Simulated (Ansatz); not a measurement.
Geometry optimisation, RKS PBE0-D4/cc-pVDZ (Ansatz).

Input file:

```yaml
crystal:
  periodic: [false, false, false]
  atoms:
    - { symbol: O, position_ang: [-1.578, 0.8036, -0.5911] }
    - { symbol: B, position_ang: [-0.178, 0.7458, -0.4923] }
    - { symbol: Si, position_ang: [0.84757, 2.00943, -1.50656] }
    - { symbol: H, position_ang: [-1.7869, 0.2617, -1.3608] }
    - { symbol: H, position_ang: [0.36285, -0.04274, 0.21701] }
    - { symbol: H, position_ang: [0.6087, 1.80959, -2.94796] }
    - { symbol: H, position_ang: [2.33718, 1.77458, -1.25254] }
    - { symbol: H, position_ang: [0.55769, 3.35726, -1.10655] }
basis:
  gaussian: { orbitals: cc-pVDZ }
hamiltonian:
  xc: pbe0
  dispersion: d4
relax:
  f_tol: 0.015
  max_steps: 40
output:
  orbitals: {}
```

Run as:

```bash
$ ansatz run input.yaml --threads 1 --pin off --max-ram 2048MiB --backend cpu --events-out ev --progress --plain --runs-dir out
```

Task: Where does it end, and by what steps?

Result: It converged. After 17 steps the energy has fallen by 1.020 eV; H5 moved furthest, 0.81 Å.

```tsv
step	energy less start (eV)	largest force component (eV/Å)	accepted
0	0.0000	2.174	yes
1	-0.2628	0.912	yes
2	-0.3923	3.214	yes
3	-0.5960	4.022	yes
4	-0.9677	0.587	yes
5	-0.9868	0.388	yes
6	-1.0001	0.107	yes
7	-1.0034	0.348	yes
8	-1.0130	0.167	yes
9	-1.0088	0.349	no
10	-1.0153	0.068	yes
11	-1.0166	0.172	yes
12	-1.0193	0.027	yes
13	-1.0194	0.020	yes
14	-1.0195	0.015	yes
15	-1.0195	0.017	yes
16	-1.0195	0.018	no
17	-1.0196	0.001	yes
```

```xyz
8
Properties=species:S:1:pos:R:3
O -1.362 0.109 -0.795
B -0.241 0.732 -0.363
Si 0.851 2.012 -1.513
H -1.593 0.333 -1.706
H 0.074 0.472 0.777
H 0.260 2.173 -2.889
H 2.261 1.516 -1.672
H 0.921 3.372 -0.879
```

Whether the end is a true minimum wasn't checked by a vibrational analysis.

The run took 40 s on 1 thread of Intel(R) Xeon(R) Platinum 8375C CPU @ 2.90GHz (Ice Lake) (shared host), peak memory 0.15 GiB.
